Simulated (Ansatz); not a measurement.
**Counterpoise correction, worked out**

The pair of HCl (SMILES Cl, atoms 1–2) and CH3F (SMILES CF, atoms 3–7), both closed shells, in one local arrangement (a lower one may exist), relaxed at PBE0-D4/def2-TZVP:

Cl1  (0.138, -0.143, -2.824)
H2  (-0.311, -0.567, -1.693)
C3  (0.070, 0.190, 0.940)
F4  (-0.634, -0.755, 0.205)
H5  (-0.646, 0.815, 1.474)
H6  (0.665, 0.794, 0.254)
H7  (0.718, -0.335, 1.644)
(Å)

Computed with Ansatz 0.2.0 (basis: def2-TZVPPD); correlated methods freeze the cores.

MP2 total energies in eV:

| system | geometry | basis functions | energy |
| --- | --- | --- | --- |
| pair | pair | all | -16322.73617 |
| HCl | as in the pair | all (partner as ghosts) | -12525.54784 |
| CH3F | as in the pair | all (partner as ghosts) | -3797.03667 |
| HCl | as in the pair | its own | -12525.53332 |
| CH3F | as in the pair | its own | -3797.02589 |
| HCl | free (PBE0-D4 minimum) | its own | -12525.53711 |
| CH3F | free (PBE0-D4 minimum) | its own | -3797.02352 |

(1) Work out the interaction energy with and without the counterpoise correction, the superposition error, and the binding energy from the relaxed fragments.

T1 diagnostic: at most 0.011.

Results:

(1) Without correction: -16322.73617 − (-12525.53332) − (-3797.02589) = -0.17696 eV.
With correction (each fragment in the whole basis): -16322.73617 − (-12525.54784) − (-3797.03667) = -0.15166 eV = -3.50 kcal/mol.
The superposition error is the difference, 0.02530 eV, 14 % of the uncorrected value: each fragment borrows its partner's functions.
Deformation from the free shapes: 0.00379 eV for HCl and -0.00237 eV for CH3F (a small negative value is possible, since the free shapes are minima of another method).
Binding energy from relaxed fragments: -0.15166 + 0.00379 + (-0.00237) = -0.15024 eV = -3.46 kcal/mol (electronic, without zero-point energy; negative means bound). For comparison, the corrected interaction energy by CCSD(T) at an estimated basis limit (MP2 extrapolated from triple and quadruple zeta, plus CCSD(T) − MP2 in triple zeta) is -0.161 eV.

For scale, one of the runs: CCSD(T)/def2-TZVPPD, 196 basis functions, launched by `ansatz run in.yaml --threads 2 --pin off --events-out ev --progress --plain --max-ram 5222MiB`. Hardware: 2 CPU threads, shared host. Wall time 18 s; peak host memory 2.5 GiB.
